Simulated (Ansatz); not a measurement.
Ansatz (a quantum-chemistry and plane-wave program) input for CH₂, SMILES [CH2], multiplicity 3, ωB97X-V/def2-TZVPD. Geometry optimised at r2SCAN-D4/def2-TZVPD. The isomer is the one that the SMILES or the coordinates give; other isomers of the formula were not compared.

Ansatz 0.2 input:
```yaml
crystal:
  periodic: [false, false, false]
  atoms:
    - {symbol: C, position_ang: [0.00000000, 0.00000000, -0.10522858]}
    - {symbol: H, position_ang: [0.00000000, -0.99370603, 0.31568575]}
    - {symbol: H, position_ang: [0.00000000, 0.99370603, 0.31568575]}
basis:
  gaussian:
    orbitals: def2-TZVPD
hamiltonian:
  xc: {name: wB97X-V}
magnetization: {spin_polarized: true, initial_magnetization: 2}
```

It prints:

```
WARN ansatz: RAYON_NUM_THREADS=1 ignored (pool sized by the plan → 1); use --threads N
Functional definition: wB97X-V
integrals: 0.01 GiB planned
276 factors; their error is unknown
integrals: 0.04 GiB planned
119 factors; integrals over basis functions are off by at most 2.4e-5 eV
mean field: 0.15 GiB planned
mean field evaluation 1: about -1064.7202 eV, gradient 1.0e1 eV
mean field evaluation 2: about -1065.1542 eV, gradient 4.5e0 eV
mean field evaluation 4: about -1065.2602 eV, gradient 1.7e-1 eV
mean field evaluation 8: about -1065.2554 eV, gradient 2.6e-2 eV
mean field -1065.25540189 eV, -39.1474139633 hartree, gradient 6.2e-5 eV, S^2 2.004811; 0 other end points of the search recorded, 0 dependent functions left out
reference -1065.25540236 eV, -39.1474139806 hartree; 5, 3 occupied and 50, 52 virtual orbitals, 276 factors
Total energy: -1065.25540236 eV, -39.1474139806 hartree
```

The run converged.

Cost: about 1.1 core-seconds (a rough figure).
